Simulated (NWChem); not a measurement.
System: methanethiol (CH4S); SMILES CS

Parts of the log:

```
             Northwest Computational Chemistry Package (NWChem) 7.3.0
             --------------------------------------------------------

                             Geometry "geometry" -> ""
                             -------------------------

 Output coordinates in angstroms (scale by  1.889725989 to convert to a.u.)

  No.       Tag          Charge          X              Y              Z
 ---- ---------------- ---------- -------------- -------------- --------------
    1 C                    6.0000     0.00793000     1.14696900     0.00000000
    2 S                   16.0000     0.07869800    -0.67919900     0.00000000
    3 H                    1.0000    -0.48898700     1.54345500     0.90673100
    4 H                    1.0000     1.05896100     1.49396100     0.00000000
    5 H                    1.0000    -0.48898700     1.54345500    -0.90673100
    6 H                    1.0000    -1.26733600    -0.88835200     0.00000000

 Effective nuclear repulsion energy (a.u.)      55.7855067509

                                 NWChem DFT Module
                                 -----------------

 Summary of "ao basis" -> "ao basis" (spherical)
 ------------------------------------------------------------------------------
       Tag                 Description            Shells   Functions and Types
 ---------------- ------------------------------  ------  ---------------------
 C                         6-311++g**               10       22   5s4p1d
 S                         6-311++g**               14       30   7s6p1d
 H                         6-311++g**                5        7   4s1p

 in cosmo_initialize ...
 calling solv_data for solv:h2o

 solvent parameters
 solvname_short: h2o
 solvname_long:  water
 dielec:       78.4000
 dielecinf:     1.7769
 aqueous SMD model solvent descriptors
 dielec:       78.4000
 sola:          0.8200

          ---------------
          -cosmo- solvent
          ---------------
 Cosmo: York-Karplus, doi: 10.1021/jp992097l
 dielectric constant -eps-     =  78.40
 screen = (eps-1)/(eps    )    =   0.98724
 surface charge correction     = lagrangian

   van der Waals surface
 --------------------------

 ---------- ATOMIC COORDINATES (A.U.) ------------ VDWR(ANG.) --
     1    0.01498553    2.16745713    0.00000000     1.850
     2    0.14871766   -1.28350000    0.00000000     2.490
     3   -0.92405144    2.91670703    1.71347314     1.200
     4    2.00114612    2.82317693    0.00000000     1.200
     5   -0.92405144    2.91670703   -1.71347314     1.200
     6   -2.39491778   -1.67874186    0.00000000     1.200
 number of segments per atom =        128
 number of   points per atom =        128
 atom (   nspa,  nppa )
 ----------------------
    1 (     50,     0 )       0
    2 (    108,     0 )       0
    3 (     53,     0 )       0
    4 (     48,     0 )       0
    5 (     53,     0 )       0
    6 (     20,     0 )       0
 number of -cosmo- surface points =      332
 molecular surface =     93.806 angstrom**2
 molecular volume  =     77.384 angstrom**3
 -lineq- algorithm             =   0
 -bem- low  level              =   3
 -bem- from -octahedral-
 gaussian surface charge width =   4.50000
 degree of switching           =   1.00000
 switching function tolerance  =   0.00010
 atomic radii =
 --------------
    1  6.000  1.850
    2 16.000  2.490
    3  1.000  1.200
    4  1.000  1.200
    5  1.000  1.200
    6  1.000  1.200
 ...... end of -cosmo- initialization ......

 nat:                     6
 ixmem:                  2111
 calling mnsol_interface()
 G(SMD-CDS) energy (kcal/mol)  =     2.034
 SMD-CDS SASA (angstrom**2)    =    99.017

[...]

                                COSMO-SMD solvation results
                                ---------------------------

             internal energy in gas <Psi(g)|H|Psi(g)> =      -438.674498141459
         internal energy in solvent <Psi(s)|H|Psi(s)> =      -438.673659909320
                               delta internal energy  =         0.000838232139 (    0.53 kcal/mol)
   total free energy in solvent <Psi(s)|H+V/2|Psi(s)> =      -438.679827116188
 polarization energy contribution <Psi(s)|V/2|Psi(s)> =        -0.006167206869 (   -3.87 kcal/mol)
    total free energy in solvent including G(SMD-CDS) =      -438.676586434458
                       G(SMD-CDS) energy contribution =         0.003240681730 (    2.03 kcal/mol)
     1 M fixed-concentration free energy of solvation =        -0.002088292999 (   -1.31 kcal/mol)

                       DFT Final Molecular Orbital Analysis
                       ------------------------------------

 Vector   11  Occ=2.000000D+00  E=-4.408699D-01
              MO Center=  5.5D-02,  4.5D-01, -1.3D-10, r^2= 2.3D+00
   Bfn.  Coefficient  Atom+Function         Bfn.  Coefficient  Atom+Function
  ----- ------------  ---------------      ----- ------------  ---------------
    39      0.271542  2 S  py                 8     -0.202299  1 C  py
    61     -0.188010  4 H  s                  7     -0.181385  1 C  px
    75     -0.174382  6 H  s                 12     -0.151985  1 C  py
    36      0.148870  2 S  py                11     -0.146225  1 C  px
    60     -0.136559  4 H  s                 38      0.132900  2 S  px

 Vector   12  Occ=2.000000D+00  E=-3.906475D-01
              MO Center=  9.2D-02, -3.5D-01,  1.8D-10, r^2= 2.3D+00
   Bfn.  Coefficient  Atom+Function         Bfn.  Coefficient  Atom+Function
  ----- ------------  ---------------      ----- ------------  ---------------
    28      0.319663  2 S  s                 38      0.303269  2 S  px
    39     -0.283970  2 S  py                27      0.211464  2 S  s
    75     -0.168742  6 H  s                 35      0.164053  2 S  px
     8      0.157075  1 C  py                36     -0.148625  2 S  py
    12      0.139756  1 C  py                41      0.139452  2 S  px

 Vector   13  Occ=2.000000D+00  E=-2.977953D-01
              MO Center=  2.8D-02, -5.1D-01,  6.4D-10, r^2= 2.0D+00
   Bfn.  Coefficient  Atom+Function         Bfn.  Coefficient  Atom+Function
  ----- ------------  ---------------      ----- ------------  ---------------
    40      0.568188  2 S  pz                43      0.393090  2 S  pz
    37      0.269998  2 S  pz                34     -0.186684  2 S  pz
    54     -0.100853  3 H  s                 68      0.100853  5 H  s
    31     -0.096866  2 S  pz                 9     -0.084642  1 C  pz
    55     -0.082091  3 H  s                 69      0.082091  5 H  s

 Vector   14  Occ=0.000000D+00  E=-3.096600D-04
              MO Center= -3.9D-01,  8.5D-01, -1.1D-06, r^2= 1.4D+01
   Bfn.  Coefficient  Atom+Function         Bfn.  Coefficient  Atom+Function
  ----- ------------  ---------------      ----- ------------  ---------------
    14      3.424955  1 C  s                 56     -1.215748  3 H  s
    70     -1.215751  5 H  s                 63     -1.096181  4 H  s
    77     -1.082502  6 H  s                 45     -0.466844  2 S  px
    42     -0.375797  2 S  py                44      0.342166  2 S  s
    10      0.279375  1 C  s                 16      0.212024  1 C  py

 Vector   15  Occ=0.000000D+00  E= 1.856660D-02
              MO Center= -5.6D-01, -5.4D-01,  6.3D-09, r^2= 1.5D+01
   Bfn.  Coefficient  Atom+Function         Bfn.  Coefficient  Atom+Function
  ----- ------------  ---------------      ----- ------------  ---------------
    14      4.515653  1 C  s                 44     -4.066605  2 S  s
    77      2.690900  6 H  s                 63     -1.596557  4 H  s
    46     -1.205946  2 S  py                45      1.059945  2 S  px
    16     -0.818729  1 C  py                56     -0.379140  3 H  s
    70     -0.379140  5 H  s                 15      0.343673  1 C  px

 Vector   16  Occ=0.000000D+00  E= 3.425321D-02
              MO Center=  1.1D+00,  5.4D-01, -2.3D-05, r^2= 1.5D+01
   Bfn.  Coefficient  Atom+Function         Bfn.  Coefficient  Atom+Function
  ----- ------------  ---------------      ----- ------------  ---------------
    63      3.318722  4 H  s                 56     -1.305366  3 H  s
    70     -1.305475  5 H  s                 15     -1.062330  1 C  px
    46     -0.880350  2 S  py                45      0.609161  2 S  px
    41     -0.418841  2 S  px                16     -0.412493  1 C  py
    44     -0.396394  2 S  s                 77     -0.286506  6 H  s

     Multipole analysis of the density
     ---------------------------------

     L   x y z        total         alpha         beta         nuclear
     -   - - -        -----         -----         ----         -------
     0   0 0 0     -0.000000    -13.000000    -13.000000     26.000000

     1   1 0 0     -0.486958     -0.357240     -0.357240      0.227521
     1   0 1 0      0.729543      0.641476      0.641476     -0.553408
     1   0 0 1     -0.000000     -0.000000     -0.000000      0.000000

     2   2 0 0    -14.334863    -13.069020    -13.069020     11.803178
     2   1 1 0      1.226137     -0.097172     -0.097172      1.420481
     2   1 0 1      0.000000      0.000000      0.000000      0.000000
     2   0 2 0    -15.201767    -48.774904    -48.774904     82.348040
     2   0 1 1      0.000000      0.000000      0.000000      0.000000
     2   0 0 2    -17.152415    -11.512197    -11.512197      5.871980
```

Level: M06-2X/6-311++G** (spherical d), SMD on the gas-phase geometry. Structure relaxed at the PBE-D3(BJ)/def2-SVP level. Solvent: water.

Question: Which NWChem input produces such a log?

Answer: This is not unique; one that fits is the input that was run:
```
start job
memory heap 200 mb stack 900 mb global 1100 mb
geometry units angstroms noautosym nocenter noautoz
  C      0.007930     1.146969     0.000000
  S      0.078698    -0.679199     0.000000
  H     -0.488987     1.543455     0.906731
  H      1.058961     1.493961     0.000000
  H     -0.488987     1.543455    -0.906731
  H     -1.267336    -0.888352     0.000000
end
basis spherical
  * library 6-311++g**
end
dft
  xc m06-2x
  iterations 150
end
cosmo
  do_cosmo_smd true
  solvent water
end
task dft energy
```
